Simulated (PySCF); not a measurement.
All values below come from PBE-D3(BJ)/def2-TZVP // PBE0-D3(BJ)/def2-TZVP (PySCF). All species are isolated molecules in the gas phase. One relaxed conformer stands for a flexible species; it need not be the lowest. Delta-SCF ions had no search for a lower state. 

Reference species (SMILES): `O[Si](O)(O)O` (neutral, multiplicity 1).

The vertical ionisation energy (Delta-SCF) is 10.60 eV and the HOMO–LUMO gap comes out as 6.91 eV. The HOMO is -7.33 eV.

After one change: the vertical ionisation energy (Delta-SCF) increases by 1.53 eV; the HOMO–LUMO gap goes up by 1.83 eV; the HOMO falls by 1.18 eV.

What was changed between the two runs? The new species is one of these.
(A) `O[SiH2]O` (H–O–Si–O torsion 66°, O–Si–O–H torsion 66°)
(B) `O[SiH3]`
(C) `[SiH4]`
(D) `O[SiH](O)O`

C, `[SiH4]`
